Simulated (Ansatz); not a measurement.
**What each rung costs, and what it gives**

Saddle point of Si2H7, doublet (SiH₃ + SiH₄ → SiH₃ + SiH₄; bonds formed: H1–Si3; bonds broken: H1–Si2), PBE0-D4/def2-TZVP structure:

```json
{"atom": "H1", "x (Å)": "-0.0006", "y (Å)": "0.0005", "z (Å)": "-0.0001"}
{"atom": "Si2", "x (Å)": "0.1625", "y (Å)": "0.6610", "z (Å)": "1.6375"}
{"atom": "Si3", "x (Å)": "-0.1627", "y (Å)": "-0.6609", "z (Å)": "-1.6376"}
{"atom": "H4", "x (Å)": "-0.4290", "y (Å)": "2.0256", "z (Å)": "1.6624"}
{"atom": "H5", "x (Å)": "1.6075", "y (Å)": "0.7198", "z (Å)": "1.9855"}
{"atom": "H6", "x (Å)": "-0.5593", "y (Å)": "-0.2303", "z (Å)": "2.5847"}
{"atom": "H7", "x (Å)": "0.8261", "y (Å)": "-1.7591", "z (Å)": "-1.8074"}
{"atom": "H8", "x (Å)": "0.1010", "y (Å)": "0.4256", "z (Å)": "-2.6187"}
{"atom": "H9", "x (Å)": "-1.5455", "y (Å)": "-1.1825", "z (Å)": "-1.8062"}
```

Barriers are electronic and count from the start structure reached by relaxing down the imaginary mode. Spin–orbit coupling is left out.

Ansatz 0.2.0; basis: as named in each row; cores frozen in the correlated methods; orbitals are unrestricted. B3LYP uses VWN-RPA correlation. Extrapolation: Hartree–Fock as exp(−7.88 √X), correlation as X^−2.97.

Times are rough, for one single point on 2 threads of a shared host (Arm Neoverse V2).

The estimate by CCSD(T) at an estimated basis limit (MP2 extrapolated from triple and quadruple zeta, plus CCSD(T) − MP2 in triple zeta) is 44.8 kJ/mol.

```
      method       basis  time (s)  barrier (kJ/mol)  method less estimate
          HF      STO-3G   under 1              74.0                  29.2
       SPW92    def2-SVP   under 1              -8.3                 -53.1
      PBE-D4      STO-3G   under 1             -11.7                 -56.5
    B3LYP-D4       6-31G   under 1              20.2                 -24.6
      PBE-D4    def2-SVP         1              10.2                 -34.7
       SPW92  def2-TZVPP         1              -5.8                 -50.6
     PBE0-D4    def2-SVP         1              22.2                 -22.7
     CCSD(T)    def2-SVP         2              56.1                  11.2
      PBE-D4  def2-TZVPP         2              12.5                 -32.4
     BLYP-D4  def2-TZVPP         2              20.1                 -24.7
     PBE0-D4  def2-TZVPP         3              24.5                 -20.3
    BHLYP-D4  def2-TZVPP         3              42.4                  -2.4
    B3LYP-D4  def2-TZVPP         3              28.7                 -16.1
CAM-B3LYP-D4  def2-TZVPP         3              37.4                  -7.5
  RPA on PBE  def2-TZVPP         3              50.4                   5.5
    PBE-QIDH  def2-TZVPP         4              41.4                  -3.4
      B2PLYP  def2-TZVPP         4              41.6                  -3.3
     wB97M-V    def2-SVP         4              34.8                 -10.0
   r2SCAN-D4  def2-TZVPP         5              25.5                 -19.4
  r2SCAN0-D4  def2-TZVPP         6              33.1                 -11.8
     wB97X-V  def2-TZVPP         8              37.3                  -7.6
     wB97M-V  def2-TZVPP        10              38.2                  -6.6
      B97M-V  def2-TZVPP        10              16.8                 -28.0
         MP2  def2-QZVPP        11              52.3                   7.4
     CCSD(T)  def2-TZVPP        55              48.1                   3.3
```

All methods are single points on the PBE0-D4 structures; a negative value means that the method puts the saddle structure below the start.

The T1 diagnostic stays at or below 0.016. ⟨S²⟩ of the unrestricted Hartree–Fock references: 0.75 to 0.78 (a pure state has 0.75).

Radical steps of this kind take place in plasma deposition and etching.
